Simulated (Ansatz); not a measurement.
Mulliken charges of C$_{2}$H$_{2}$N$_{2}$S, SMILES `c1cnsn1` from r2SCAN/def2-TZVPP in Ansatz (PBE0-D4/def2-TZVP geometry).

| atom | x (Å) | y (Å) | z (Å) | charge (e) |
| --- | --- | --- | --- | --- |
| C1 | -0.567 | 0.588 | 0.087 | 0.011 |
| C2 | 0.454 | -0.212 | 0.650 | 0.011 |
| N3 | 0.998 | -1.053 | -0.205 | -0.288 |
| S4 | 0.248 | -0.827 | -1.623 | 0.345 |
| N5 | -0.785 | 0.342 | -1.189 | -0.288 |
| H6 | -1.147 | 1.342 | 0.603 | 0.105 |
| H7 | 0.798 | -0.180 | 1.677 | 0.105 |

**Question.** By hand: the dipole of these point charges (1 e Å = 4.8032 D).

**Answer.** Σ q r = (-0.014, 0.046, 0.089) e Å, of length 0.101 e Å = 0.49 D.

**Question.** How does the dipole of the full density compare? (Estimate.)

**Answer.** Ansatz gave: (-0.042, 0.139, 0.273) e Å, 1.49 D; the point charges give 0.33 times that, at 0° from its direction.

Point charges leave out the atoms' own dipoles, such as those of lone pairs, and Mulliken's split depends on the basis, so the two needn't agree.
